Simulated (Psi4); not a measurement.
# C3H4F2 (SMILES F/C=C\CF): r2SCAN/6-31G(d) (spherical functions)

What is the energy change on altering one bond length of C3H4F2 at r2SCAN/6-31G* (spherical functions)? 

The calculation is run with Psi4 1.11.

**1. The molecule**

C3H4F2: 9 atoms, total charge 0, spin state singlet. As SMILES, `F/C=C\CF`. The shape is that of a PBE0-D4/def2-TZVP optimisation. This is one conformer, not always the lowest.

Bond lengths: F1–C2 1.336 Å, C2–C3 1.320 Å, C3–C4 1.485 Å, C4–F5 1.387 Å, C2–H6 1.084 Å, C3–H7 1.084 Å, C4–H8 1.095 Å, C4–H9 1.091 Å. Some angles: F1–C2–C3 122.6°, C2–C3–C4 124.9°, C3–C4–F5 109.9°, F1–C2–H6 112.2°, C3–C2–H6 125.2°, C2–C3–H7 117.2°, C4–C3–H7 117.9°, C3–C4–H8 111.0°, C3–C4–H9 111.5°, F5–C4–H8 107.0°.

**2. A single-point energy at r2SCAN/6-31G(d) (spherical functions)**

Input file c3h4f2.py:

```python
import psi4

psi4.set_memory(2200000000)
psi4.set_num_threads(1)
psi4.set_output_file('output.dat', False)

molecule = psi4.geometry("""
0 1
F     -1.771300     0.696200    -0.764200
C     -0.756800    -0.083800    -1.148800
C      0.269900    -0.355400    -0.364300
C      0.439500     0.155200     1.019400
F      1.656600     0.811400     1.133700
H     -0.888900    -0.458700    -2.156900
H      1.042400    -1.001300    -0.765600
H      0.449800    -0.666700     1.742700
H     -0.352600     0.856800     1.286900
symmetry c1
no_reorient
no_com
""")

options = {'puream': True, 'e_convergence': 1e-09, 'd_convergence': 1e-08, 'scf_type': 'pk', 'dft_radial_points': 99, 'dft_spherical_points': 590}
psi4.set_options(options)

energy_value, wavefunction = psi4.energy('r2scan/6-31G*', return_wfn=True)
psi4.oeprop(wavefunction, 'DIPOLE', 'LOWDIN_CHARGES', 'MULLIKEN_CHARGES', title='R2SCAN')
print('E =', round(energy_value, 9))
```

Run with:

```
python c3h4f2.py
```

output.dat:

```text
[...]
  Running in c1 symmetry.
[...]
  Nuclear repulsion =  168.442552110584870
[...]
  Multiplicity = 1
[...]
  Nalpha       = 20
  Nbeta        = 20
[...]
    Number of basis functions: 78
[...]
   @RKS iter   1:  -316.00532011079412   -2.57213e-01   7.76223e-03 DIIS/ADIIS
[...]
   @RKS iter  12:  -316.19746457382644   -9.60654e-12   8.24075e-09 DIIS
[...]
    Orbital Energies [Eh]
    ---------------------
    Doubly Occupied:
       1A    -24.517274     2A    -24.466192     3A    -10.132404
       4A    -10.116137     5A    -10.049829     6A     -1.190800
       7A     -1.133971     8A     -0.766463     9A     -0.658919
      10A     -0.558586    11A     -0.500986    12A     -0.472985
      13A     -0.448105    14A     -0.426589    15A     -0.419782
      16A     -0.386248    17A     -0.343107    18A     -0.294928
      19A     -0.291945    20A     -0.238497
[...]
  @RKS Final Energy:  -316.19746457382644
   => Energetics <=
    Nuclear Repulsion Energy =            168.4425521105848702
    One-Electron Energy =                -769.4241630623741912
    Two-Electron Energy =                 323.3607870539608484
    DFT Exchange-Correlation Energy =     -38.5766406759979716
    Empirical Dispersion Energy =           0.0000000000000000
    VV10 Nonlocal Energy =                  0.0000000000000000
    Total Energy =                       -316.1974645738264371
[...]
 Multipole Moments:
 ------------------------------------------------------------------------------------
     Multipole            Electronic (a.u.)      Nuclear  (a.u.)        Total (a.u.)
 ------------------------------------------------------------------------------------
 L = 1.  Multiply by 2.5417464519 to convert [e a0] to [Debye]
 Dipole X            :          1.7373816           -2.0144480           -0.2770665
 Dipole Y            :        -20.6085128           20.0207034           -0.5878093
 Dipole Z            :         -1.1824664            0.8889272           -0.2935393
 Magnitude           :                                                    0.7130575
[...]
  Mulliken Charges: (a.u.)
   Center  Symbol    Alpha    Beta     Spin     Total
       1     F     4.64465  4.64465  0.00000 -0.28931
       2     C     2.91023  2.91023  0.00000  0.17954
       3     C     3.13008  3.13008  0.00000 -0.26015
       4     C     2.98614  2.98614  0.00000  0.02771
       5     F     4.67376  4.67376  0.00000 -0.34751
       6     H     0.41502  0.41502  0.00000  0.16997
       7     H     0.40552  0.40552  0.00000  0.18897
       8     H     0.41981  0.41981  0.00000  0.16038
       9     H     0.41479  0.41479  0.00000  0.17041
   Total alpha = 20.00000, Total beta = 20.00000, Total charge =  0.00000
[...]
```

The script printed:

```text
E = -316.197464574
```

Run time: 28 s. Hardware: 1 thread of Intel Xeon 6975P-C (Granite Rapids), shared host; peak memory 1.5 GiB.

**3. The distorted shape: energy and gradient at r2SCAN/6-31G(d) (spherical functions)**

Input file calc.py:

```python
import psi4

psi4.set_memory(2200000000)
psi4.set_num_threads(1)
psi4.core.set_output_file('c3h4f2.out', False)

molecule = psi4.geometry("""
0 1
F     -4.88093770     2.49478808    -0.86271100
C     -1.43014473    -0.15835905    -2.17091737
C      0.51003708    -0.67160866    -0.68842723
C      0.83053463     0.29328549     1.92638681
F      3.13052030     1.53332378     2.14238251
H     -1.67977755    -0.86681737    -4.07595028
H      1.96985051    -1.89218277    -1.44677432
H      0.84999881    -1.25988041     3.29322572
H     -0.66631743     1.61911734     2.43188855
units au
symmetry c1
no_reorient
no_com
""")

psi4.set_options({
    'basis': '6-31G*',
    'reference': 'rks',
    'puream': True,
    'e_convergence': 1e-09,
    'd_convergence': 1e-08,
    'scf_type': 'pk',
    'dft_radial_points': 99,
    'dft_spherical_points': 590,
})

e_tot, wfn = psi4.gradient('R2SCAN', return_wfn=True)
psi4.oeprop(wfn, 'MAYER_INDICES', 'WIBERG_LOWDIN_INDICES', 'MULLIKEN_CHARGES')
print('gradient / Eh bohr^-1')
print(e_tot.np.round(6))
print(f'energy = {wfn.energy():.10f} Eh')
```

Run with:

```
python calc.py
```

c3h4f2.out, shortened:

```text
[...]
  Running in c1 symmetry.
[...]
  Nuclear repulsion =  150.372783228839268
[...]
  Multiplicity = 1
[...]
  Nalpha       = 20
  Nbeta        = 20
[...]
    Number of basis functions: 78
[...]
   @RKS iter   1:  -315.81596467748716   -5.62389e-01   8.70404e-03 ADIIS/DIIS
[...]
   @RKS iter  15:  -316.03166543136092   -9.09495e-13   3.69530e-10 DIIS
[...]
  @RKS Final Energy:  -316.03166543136092
   => Energetics <=
    Nuclear Repulsion Energy =            150.3727832288392676
    One-Electron Energy =                -733.5967564049901739
    Two-Electron Energy =                 305.5653884653621049
    DFT Exchange-Correlation Energy =     -38.3730807205720623
    Empirical Dispersion Energy =           0.0000000000000000
    VV10 Nonlocal Energy =                  0.0000000000000000
    Total Energy =                       -316.0316654313609206
[...]
 Multipole Moments:
 ------------------------------------------------------------------------------------
     Multipole            Electronic (a.u.)      Nuclear  (a.u.)        Total (a.u.)
 ------------------------------------------------------------------------------------
 L = 1.  Multiply by 2.5417464519 to convert [e a0] to [Debye]
 Dipole X            :         16.8626935          -15.8174404            1.0452532
 Dipole Y            :        -32.0238214           30.6331502           -1.3906712
 Dipole Z            :         -6.4494735            6.1216865           -0.3277870
 Magnitude           :                                                    1.7703008
[...]
  -Total Gradient:
     Atom            X                  Y                   Z
    ------   -----------------  -----------------  -----------------
       1       -0.050420955604     0.037462932183     0.015576886263
       2       -0.003383531438    -0.003107375604    -0.010485925401
       3        0.036912540444    -0.025058505055    -0.004754667934
       4       -0.004576197656    -0.005938113583    -0.016006928805
       5       -0.003640922622     0.000238127326     0.002439935730
       6        0.023601038385    -0.011903482045     0.003357651842
       7       -0.004541354609     0.004644181149     0.006056412053
       8        0.001285588559     0.003710399524    -0.000125847489
       9        0.004683175443    -0.000015925961     0.003938534827
[...]
  Mulliken Charges: (a.u.)
   Center  Symbol    Alpha    Beta     Spin     Total
[...]
```

The script printed:

```text
gradient / Eh bohr^-1
[[-5.0421e-02  3.7463e-02  1.5577e-02]
 [-3.3840e-03 -3.1070e-03 -1.0486e-02]
 [ 3.6913e-02 -2.5059e-02 -4.7550e-03]
 [-4.5760e-03 -5.9380e-03 -1.6007e-02]
 [-3.6410e-03  2.3800e-04  2.4400e-03]
 [ 2.3601e-02 -1.1903e-02  3.3580e-03]
 [-4.5410e-03  4.6440e-03  6.0560e-03]
 [ 1.2860e-03  3.7100e-03 -1.2600e-04]
 [ 4.6830e-03 -1.6000e-05  3.9390e-03]]
energy = -316.0316654314 Eh
```

Wall time 33 s (1 thread of Intel Xeon 6975P-C (Granite Rapids), shared host); peak memory 1.4 GiB.

**4. Summary of results**

Level: r2SCAN/6-31G* (spherical functions).

```
                                                         quantity          value
                                        first shape: total energy  -316.19746 Eh
                                       first shape: dipole moment         1.81 D
                                         first shape: HOMO energy       -6.49 eV
                                         first shape: LUMO energy       -0.46 eV
                                       first shape: HOMO–LUMO gap        6.03 eV
                                    distorted shape: total energy  -316.03167 Eh
                                   distorted shape: dipole moment         4.50 D
                                     distorted shape: HOMO energy       -6.76 eV
                                     distorted shape: LUMO energy       -5.19 eV
                                   distorted shape: HOMO–LUMO gap        1.57 eV
                        distorted shape: largest force on an atom     3.328 eV/Å
energy change with the F1–C2 bond stretched from 1.336 to 2.405 Å       4.512 eV
```

One bond (distorted shape) is far stretched, which a spin-restricted single reference describes badly; a broken-symmetry solution may lie lower. With the F1–C2 bond stretched from 1.336 to 2.405 Å the energy rises by 4.51 eV (104 kcal/mol). The first shape isn't relaxed at this level, so the change isn't measured from a minimum. A restricted reference can't describe the breaking bond well at this length.
